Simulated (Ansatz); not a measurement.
# SiH2O+ (doublet): the correlation ladder, def2-QZVPP

One table from this session's results is given with a row withheld; the runs are named, their logs left out.

The runs use Ansatz 0.2.0, Gaussian basis; def2-QZVPP, core rule «outside noble gas», up to 6 orbitals frozen.

To be run: UHF; ROHF; CCSD(T) on UHF.

2 further runs of the same task are left out: 2 set aside as unsound or not needed.

### What is computed

The geometry is a PBE0/def2-TZVP stationary point (not a proven minimum) of the parent state, kept for this charge and spin.

4 atoms, charge 1, spin multiplicity 2.

Atoms are counted from 1 here; the program's logs count them from 0.

Bond lengths: Si1–O2 1.657 Å, Si1–H3 1.532 Å, O2–H4 0.961 Å. Angles: O2–Si1–H3 94.4°, Si1–O2–H4 114.2°.

Coordinates:

```xyz
4

Si    0.0000   -0.1186    0.6062
O     0.0000    0.1621   -1.0273
H     0.0000    1.3666    0.9807
H     0.0000   -0.6354   -1.5633
```

Set-up of the first run:

in.yaml

```yaml
crystal:
  periodic: [false, false, false]
  atoms:
    - {symbol: Si, position_ang: [0.000000, -0.118572, 0.606157]}
    - {symbol: O, position_ang: [0.000000, 0.162082, -1.027349]}
    - {symbol: H, position_ang: [0.000000, 1.366569, 0.980666]}
    - {symbol: H, position_ang: [0.000000, -0.635437, -1.563283]}
basis:
  gaussian: {orbitals: "def2-QZVPP.json"}
total_charge: 1
magnetization: {spin_polarized: true, initial_magnetization: 1}
hamiltonian: {xc: hf}
output: {orbitals: {seedname: orbitals}}
```

Started as:

```bash
$ ansatz run in.yaml --threads 1 --pin off --events-out ev --progress --plain --max-ram 4096MiB --backend cpu
```

Steps of the session up to this table: UHF; ROHF; CCSD(T) on UHF.

One of the session's tables, all rows but one given; the rest of the session is left out.

It belongs to the step «Misses and costs». 

```
  method  from UCCSD(T) (meV)
    ROHF             +10214.8
     UHF             +10099.9
    UMP2               +691.6
   UCCSD                    ?
UCCSD(T)                    0
```

**Question.** Estimate the row for UCCSD.

As computed: from UCCSD(T) (meV): +407.1. In the column «from UCCSD(T) (meV)» it lies between UCCSD(T) (0) and UMP2 (+691.6).
